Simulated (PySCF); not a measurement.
Saddle point of AlH3SO, closed shell (AlH₃SO ([OH][AlH][SH]) → AlHSO ([OH][Al][S]) + H₂; bonds formed: H2–H4; bonds broken: Al1–H2, S3–H4), PBE0-D4/def2-TZVP structure:

```
6
angstrom
Al -0.4014 -0.0503 -0.1417
H 1.3868 0.0553 -0.1974
S -0.4458 -0.3999 -2.1610
H 1.0620 -0.1193 -1.0934
O -1.0346 0.1732 1.3890
H -0.5670 0.3410 2.2045
```

Energies are electronic, without zero-point energy. Barriers and step energies count from the start structure reached by relaxing down the imaginary mode; all methods use the PBE0-D4 structures, on which another method's saddle can fall below an end. PySCF 2.14 with density fitting (its default auxiliary sets; JK sets also for MP2 and CCSD(T)); basis: def2-TZVPP, with def2-QZVPP for the basis limit; cores frozen in the correlated methods. B3LYP uses VWN-RPA correlation. Extrapolation: Hartree–Fock as exp(−7.88 √X), correlation as X^−2.97.

```json
{"method": "SPW92", "barrier (kJ/mol)": "?", "step energy (kJ/mol)": "134.6"}
{"method": "PBE-D4", "barrier (kJ/mol)": "?", "step energy (kJ/mol)": "120.5"}
{"method": "r2SCAN-D4", "barrier (kJ/mol)": "166.9", "step energy (kJ/mol)": "128.1"}
{"method": "PBE0-D4", "barrier (kJ/mol)": "175.8", "step energy (kJ/mol)": "132.9"}
{"method": "B3LYP-D4", "barrier (kJ/mol)": "183.0", "step energy (kJ/mol)": "126.6"}
{"method": "BHLYP-D4", "barrier (kJ/mol)": "205.5", "step energy (kJ/mol)": "140.4"}
{"method": "wB97M-V", "barrier (kJ/mol)": "193.4", "step energy (kJ/mol)": "133.6"}
{"method": "HF", "barrier (kJ/mol)": "244.9", "step energy (kJ/mol)": "151.2"}
{"method": "MP2", "barrier (kJ/mol)": "?", "step energy (kJ/mol)": "126.1"}
{"method": "CCSD", "barrier (kJ/mol)": "206.1", "step energy (kJ/mol)": "139.5"}
{"method": "CCSD(T)", "barrier (kJ/mol)": "194.8", "step energy (kJ/mol)": "133.3"}
```

Task: Fill in the withheld barriers. (Judge from chemistry; the value comes from the calculation.)

Result: The calculation gives: SPW92 143.6; MP2 186.5; PBE-D4 156.9 kJ/mol. Each is the energy of the saddle less that of the start structure, by the same method.

For comparison, the barrier by CCSD(T) at an estimated basis limit (MP2 extrapolated from triple and quadruple zeta, plus CCSD(T) − MP2 in triple zeta) is 187.4 kJ/mol.

No T1 diagnostic of these runs exceeds 0.018. The end structure is not quite a true minimum (one mode of 42i cm⁻¹).

Labels in which every atom is bracketed show which atoms are joined, not bond orders.

For scale, one of the runs: CCSD(T)/def2-TZVPP, 157 basis functions, launched by `OMP_NUM_THREADS=4 python run.py`. The run took 94 s on 4 CPU threads of an Arm Neoverse V2 (shared host), with 0.98 GiB of host memory at its peak.
